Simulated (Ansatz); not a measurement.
in.yaml

```yaml
crystal:
  periodic: [false, false, false]
  atoms:
    - {symbol: B, position_ang: [0.000000, 0.000000, 1.449714]}
    - {symbol: O, position_ang: [0.000000, 0.000000, 0.177643]}
    - {symbol: H, position_ang: [0.000000, 0.000000, -1.627357]}
basis:
  gaussian: {orbitals: 6-31G}
correlation: {method: fic_mrcisd_q, electrons: outside_noble_gas, active_space: {window: {electrons: 2, orbitals: 2}}}
```

```sh
$ ansatz run in.yaml --threads 1 --pin off --events-out ev --progress --plain --max-ram 2393MiB
```

Log:

```
233 factors; integrals over basis functions are off by at most 2.1e-4 eV
mean field evaluation 1: about -2714.9002 eV, gradient 3.4e1 eV
mean field evaluation 2: about -2714.9040 eV, gradient 3.4e1 eV
mean field evaluation 4: about -2717.3980 eV, gradient 1.8e0 eV
mean field evaluation 8: about -2717.4114 eV, gradient 1.2e-4 eV
mean field evaluation 16: about -2717.3801 eV, gradient 2.5e0 eV
mean field -2717.41136955 eV, -99.8630259032 hartree, gradient 4.5e-6 eV, S^2 0.000000; 1 other end points of the search recorded, 0 dependent functions left out; unrestricted orbitals would lower it
reference -2717.41136955 eV, -99.8630259032 hartree; 7, 7 occupied and 13, 13 virtual orbitals, 233 factors
state -2719.75172957 eV, -99.9490325478 hartree
contracted CI cycle   1: correlation 0.00000000 eV, 0.0000000000 hartree, residual 2.00e1 eV
contracted CI cycle   2: correlation -4.43744994 eV, -0.1630732774 hartree, residual 3.89e0 eV
contracted CI cycle   3: correlation -4.77481456 eV, -0.1754711985 hartree, residual 1.83e0 eV
contracted CI cycle   4: correlation -4.83467573 eV, -0.1776710560 hartree, residual 5.54e-1 eV
contracted CI cycle   5: correlation -4.84042550 eV, -0.1778823563 hartree, residual 1.78e-1 eV
contracted CI cycle   6: correlation -4.84092503 eV, -0.1779007135 hartree, residual 4.80e-2 eV
contracted CI cycle   7: correlation -4.84097880 eV, -0.1779026897 hartree, residual 2.07e-2 eV
contracted CI cycle   8: correlation -4.84099070 eV, -0.1779031269 hartree, residual 9.03e-3 eV
contracted CI cycle   9: correlation -4.84099265 eV, -0.1779031987 hartree, residual 3.65e-3 eV
contracted CI cycle  10: correlation -4.84099290 eV, -0.1779032077 hartree, residual 1.14e-3 eV
contracted CI cycle  11: correlation -4.84099293 eV, -0.1779032087 hartree, residual 2.81e-4 eV
state -2719.75172957 eV, -99.9490325478 hartree; corrected -2725.05280417 eV, -100.1438434460 hartree
Total energy: -2725.05280417 eV, -100.1438434460 hartree
```

For the same geometry and basis full CI lies 185.5 meV lower.

Ran on 1 thread of Intel Xeon Platinum 8488C, shared host: 0.27 s wall, 0.16 GiB peak host memory.
